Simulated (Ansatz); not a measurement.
Two isomers of C2H2FNS: A = `FC1(S)C=N1`, B = `FC1=NCS1`.

Computed with Ansatz on PBE0-D4/def2-TZVP structures; ΔE is electronic, products minus reactants. CCSD(T)/CBS is the MP2 limit (def2-TZVPP, def2-QZVPP) plus CCSD(T) − MP2 in def2-TZVPP, frozen cores. DFT in def2-TZVPP. B3LYP here is the variant with VWN-RPA as its local correlation; programs differ in this. Each species was taken in one conformer, which may not be the lowest.

A:

```xyz
7

F    -0.808    1.384   -0.233
C    -0.113    0.238    0.015
S     0.145   -0.046    1.742
C     0.719   -0.278   -1.016
N    -0.399   -0.850   -0.934
H    -1.161   -0.151    2.047
H     1.616   -0.297   -1.620
```

B:

```xyz
7

F    -0.396    0.251   -2.347
C    -0.189    0.147   -1.063
N     0.176   -0.888   -0.430
C     0.174   -0.200    0.858
S    -0.360    1.413    0.119
H    -0.568   -0.592    1.553
H     1.162   -0.131    1.310
```

Q: Which is lower in electronic energy at CCSD(T)/CBS, and by how much? (Estimate.)

A: Ansatz gave: B, by 25.6 kcal/mol.

Q: Give E(B) − E(A) in kcal/mol with CCSD(T)/def2-SVP, B3LYP-D4, MP2/def2-TZVPP, B2PLYP, HF/def2-TZVPP, LDA (SPW92), ωB97M-V. (Estimate.)

A: Ansatz gave: CCSD(T)/def2-SVP -21.8, B3LYP-D4 -25.7, MP2/def2-TZVPP -26.7, B2PLYP -26.1, HF/def2-TZVPP -24.1, LDA (SPW92) -30.0, ωB97M-V -25.0. None reverses the order clearly.

Q: Does the order hold for the free energy at 298.15 K (harmonic terms from PBE0-D4)? (Estimate.)

A: Ansatz gave: Yes: G(B) − G(A) = -22.0 kcal/mol, for one conformer each.

Largest T1 diagnostic: 0.014.

Leaving LDA and LC-ωPBE aside and taking each functional with its dispersion term where it has one, the values, not all of them listed here, spread over 3.1 kcal/mol, from PBE-QIDH to ωB97X-V. LDA lies −2.6 kcal/mol from PBE without D4. In def2-TZVPP, CCSD(T) changes the Hartree–Fock value by −1.9 kcal/mol (the triples alone add −0.8 kcal/mol) and MP2 by −2.6 kcal/mol.
